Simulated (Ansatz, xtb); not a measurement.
## HPSi: where a starting geometry ends

The starting geometry of this gas-phase singlet has its atoms placed at random.

```
atom    x (Å)    y (Å)    z (Å)
   P   1.5864  -0.4797  -0.4697
  Si  -0.8135   0.1343   0.6106
   H   0.5887   0.2384   0.4175
```

**Question.** One run relaxed it with r2SCAN-D4/def2-SVP. What is a likely outcome?

**Answer.** It ends as a structure given below by its coordinates. Distances that change by over a tenth: Si2–H3 (1.42 → 1.86 Å). Contacts that close: P1–Si2 (2.70 → 2.06 Å).

The energy falls by 2.99 eV over 7 steps:

```tsv
step	E − E(last) (eV)
1	2.995
2	1.475
3	0.173
4	0.067
5	0.010
6	0.000
7	0.000
```

Final geometry (Å):

```yaml
atoms:
  - { symbol: P, position_ang: [1.1496, -0.5084, -0.4061] }
  - { symbol: Si, position_ang: [-0.7442, -0.1482, 0.3287] }
  - { symbol: H, position_ang: [0.9561, 0.5496, 0.6358] }
```

From the same start GFN2-xTB reaches the same bonding as this run.

From so rough a start the end depends on the optimiser's path, so another program may land elsewhere. No frequencies were run, so the end isn't proven a minimum. Run with Ansatz 0.2.0, 4.5 s on 1 thread of Intel(R) Xeon(R) Platinum 8488C (Sapphire Rapids) (shared host).
